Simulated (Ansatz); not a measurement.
# Si₂HO (quartet): wave-function methods side by side, cc-pVDZ

One table from this session's results is given with a row withheld; the runs are named, their logs left out.

Program: Ansatz 0.2.0, Gaussian basis. Level of theory: cc-pVDZ, core rule «outside noble gas», up to 11 orbitals frozen. These are calculated values, not measurements.

The runs, in order: UHF; CCSD(T) on ROHF; CCSD(T) on UHF; BCCD(T) on ROHF; CISD; CCSDT(Q) on ROHF; CCSDT(Q) on UHF.

23 further runs of the same task are left out: 10 that didn't finish, 13 set aside as unsound or not needed.

## What is computed

The geometry is a PBE0/def2-TZVP stationary point (not a proven minimum).

4 atoms, charge 0, spin multiplicity 4.

Atoms are counted from 1 here; the program's logs count them from 0.

Bond lengths: O1–Si2 1.527 Å, Si2–Si3 2.295 Å, Si3–H4 1.497 Å. Angles: O1–Si2–Si3 130.0°, Si2–Si3–H4 136.1°.

The first run:

File in.yaml:

```yaml
crystal:
  periodic: [false, false, false]
  atoms:
    - {symbol: O, position_ang: [0.000000, -0.542035, 1.840415]}
    - {symbol: Si, position_ang: [0.000000, 0.407289, 0.643977]}
    - {symbol: Si, position_ang: [0.000000, -0.052366, -1.604392]}
    - {symbol: H, position_ang: [0.000000, -1.285749, -2.452334]}
basis:
  gaussian: {orbitals: cc-pVDZ}
magnetization: {spin_polarized: true, initial_magnetization: 3}
hamiltonian: {xc: hf}
output: {orbitals: {seedname: orbitals}}
```

Started as:

```bash
ansatz run in.yaml --threads 1 --pin off --events-out ev --progress --plain --max-ram 2393MiB
```

Among the steps run: UHF; CCSD(T) on ROHF; CCSD(T) on UHF; BCCD(T) on ROHF; CISD; CCSDT(Q) on ROHF; CCSDT(Q) on UHF.

One of the session's tables, all rows but one given; the rest of the session is left out.

It belongs to the step «Misses and costs». 

```
   method  from RCCSDT(Q) (meV)
     ROHF              +10257.2
      UHF                     ?
     RMP2               +1066.8
     UMP2               +1116.3
     CISD               +1547.2
    RCCSD                +495.2
    UCCSD                +487.5
 RCCSD(T)                 +80.3
 UCCSD(T)                 +85.1
  BCCD(T)                 +78.5
   RCCSDT                 +33.2
   UCCSDT                 +33.6
RCCSDT(Q)                     0
UCCSDT(Q)                 -21.5
```

Q: Estimate the row for UHF from the others.

**Answer.** from RCCSDT(Q) (meV): +10044.1. In the column «from RCCSDT(Q) (meV)» it lies between CISD (+1547.2) and ROHF (+10257.2).

With the free atoms at the same levels and basis (separate runs), the atomisation energy is 9.142 eV at RCCSDT(Q), 9.092 eV at RCCSD(T), 9.084 eV at UCCSD(T), 5.980 eV at ROHF.

Caveats from the session: Restricted and unrestricted rows rest on different reference determinants; where their highest levels disagree by more than a few hundredths of an eV, they describe different states and don't form one ladder.
